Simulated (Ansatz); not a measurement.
# NH3O (triplet): wave-function methods side by side at distance O1–H3 along a hydrogen transfer = 1.148 Å, cc-pVDZ

How much of the correlation energy of NH3O (triplet) does each wave-function method recover here?

Program: Ansatz 0.2.0, Gaussian basis. Level of theory: cc-pVDZ, core rule «outside noble gas», up to 2 orbitals frozen. These are calculated values, not measurements.

The runs, in order: UHF; CCSD(T) on ROHF; CCSD(T) on UHF; BCCD(T) on ROHF; CISD; CCSDT(Q) on ROHF; CCSDT(Q) on UHF; CASSCF and MRCISD+Q, 4 electrons in 4 orbitals; CASSCF and NEVPT2, 4 electrons in 4 orbitals; CASSCF and NEVPT2, 14 electrons in 11 orbitals.

5 further runs of the same task are left out: 5 that didn't finish.

### Step 1. What is computed

The geometry derives from fragments relaxed apart (PBE0/def2-TZVP) and kept rigid, so it is no stationary point. A hydrogen atom is moved between rigid fragments.

5 atoms, charge 0, spin multiplicity 3.

Atoms are counted from 1 here; the program's logs count them from 0.

Bond lengths: O1–H2 0.960 Å, O1–H3 1.148 Å, H3–N4 1.116 Å, N4–H5 1.040 Å. Angles: H2–O1–H3 105.1°, O1–H3–N4 180.0°, H3–N4–H5 105.0°.

### Step 2. UHF

File in.yaml:

```yaml
crystal:
  periodic: [false, false, false]
  atoms:
    - {symbol: O, position_ang: [-1.064798, 0.002370, 0.000000]}
    - {symbol: H, position_ang: [-1.314107, 0.928945, 0.000000]}
    - {symbol: H, position_ang: [0.083202, 0.002370, 0.000000]}
    - {symbol: N, position_ang: [1.199202, 0.002370, 0.000000]}
    - {symbol: H, position_ang: [1.468284, -1.001857, 0.000000]}
basis:
  gaussian: {orbitals: cc-pVDZ}
magnetization: {spin_polarized: true, initial_magnetization: 2}
hamiltonian: {xc: hf}
output: {orbitals: {seedname: orbitals}}
```

Run with:

```sh
> ansatz run in.yaml --threads 1 --pin off --events-out ev --progress --plain --max-ram 2393MiB
```

After this run come: CCSD(T) on ROHF; CCSD(T) on UHF; BCCD(T) on ROHF; CISD; CCSDT(Q) on ROHF; CCSDT(Q) on UHF; CASSCF and MRCISD+Q, 4 electrons in 4 orbitals; CASSCF and NEVPT2, 4 electrons in 4 orbitals; CASSCF and NEVPT2, 14 electrons in 11 orbitals.

**Question.** What will the summary of the whole plan be? Wanted: UCCSDT(Q) below the RHF energy; RMP2 from UCCSDT(Q); UMP2 from UCCSDT(Q); RCCSD from UCCSDT(Q); RCCSD(T) from UCCSDT(Q); UCCSD(T) from UCCSDT(Q); RCCSDT(Q) from UCCSDT(Q); NEVPT2 pair from UCCSDT(Q); MRCISD+Q pair from UCCSDT(Q).

The runs gave:

| quantity | value |
| --- | --- |
| UCCSDT(Q) below the RHF energy | -10.4113 eV |
| RMP2 from UCCSDT(Q) | +902.6 meV |
| UMP2 from UCCSDT(Q) | +1072.9 meV |
| RCCSD from UCCSDT(Q) | +267.2 meV |
| RCCSD(T) from UCCSDT(Q) | +48.8 meV |
| UCCSD(T) from UCCSDT(Q) | +49.1 meV |
| RCCSDT(Q) from UCCSDT(Q) | +2.0 meV |
| NEVPT2 pair from UCCSDT(Q) | +988.5 meV |
| MRCISD+Q pair from UCCSDT(Q) | +156.1 meV |
| NEVPT2 valence from UCCSDT(Q) | +1192.3 meV |
| levels within 1 kcal/mol (43 meV) | RCCSDT, UCCSDT, RCCSDT(Q) |
| T1 diagnostic | 0.029 |
| effectively unpaired electrons | 2.02 |

RCCSD(T) lands +48.8 meV from the yardstick (0.5 % of the correlation energy). One determinant dominates. Of the multireference levels listed MRCISD+Q pair comes nearest in total energy (+156.1 meV), which doesn't show that its space is the better one. These misses are within one basis, not against nature; the frozen cores of restricted and unrestricted runs differ, which can shift their rows.
